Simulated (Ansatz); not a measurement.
System: rock-salt BaS. Method: B3LYP (VWN-RPA form) (PAW; Ansatz, a first-principles code).

Numerical settings: plane-wave cutoff 460 eV, 8×8×8 k mesh, Fermi–Dirac smearing 0.01 eV, scalar-relativistic PAW data made under PBE.

A third-order Birch–Murnaghan fit to the energies gives V0 = 34.278 Å³/atom, B0 = 40.7 GPa, B′ = 4.5.

| V (Å³/atom) | P (GPa) |
|---|---|
| 31.890 | 3.45 |
| 32.565 | ___ |
| 33.422 | 1.09 |
| 34.002 | ___ |
| 35.136 | -0.95 |
| 35.993 | -1.79 |

Q: Estimate the withheld pressures from this fit; the answers are the runs' own values.

A: 
- 32.565, P (GPa): 2.34
- 34.002, P (GPa): 0.33

The formula P = (3/2) B0 (x^(7/3) − x^(5/3)) [1 + (3/4)(B′ − 4)(x^(2/3) − 1)] with x = V0/V meets the computed pressures within 0.01 GPa when these rounded values are put in.

Measured, for comparison: equilibrium volume per atom 32.60 Å³/atom (room temperature, no zero-point or thermal correction; as tabulated in Lucero et al. (2012), arXiv:1111.4515). Computed (rounded) less measured: equilibrium volume per atom +5.2 %.

Spin–orbit coupling is not included.

Static lattice: no zero-point or thermal effects.

Computing time: very roughly 15 core-minutes.
